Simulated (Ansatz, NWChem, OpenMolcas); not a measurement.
## Worked example: C2H3N → NH2 + C2H

Species: C2H3N `C#CN`, singlet; NH2 `[NH2]`, doublet; C2H `[C]#C`, doublet. 

Shapes, held fixed at every level: PBE0-D4/def2-TZVP. Programs: Ansatz 0.2.0, NWChem 7.3.0, OpenMolcas 26.06. A level may come from different programs for different species; with the same settings they agree closely. Electronic energies: no zero-point or thermal term.

At PBE0/def2-SVP; 1 Eh = 2625.50 kJ/mol:

```
species  energy (Eh)
  C2H3N  -132.427169
    NH2   -55.764044
    C2H   -76.450046
```

Work out ΔE of the reaction at this level.


1. Products less reactants: (-55.764044) + (-76.450046) − [(-132.427169)] = 0.213079 Eh = +559.4 kJ/mol.

Other levels give +359.9 (HF/STO-3G) to +527.7 kJ/mol (B3LYP/6-31G* (Cartesian functions)). No measured value is set beside it here. Spin contamination: C2H (⟨S²⟩ up to 1.27). Open shells run unrestricted. PBE0/def2-SVP lies outside the range of all other levels here, so it shouldn't be taken on trust. The median of the other levels is +377.9 kJ/mol.
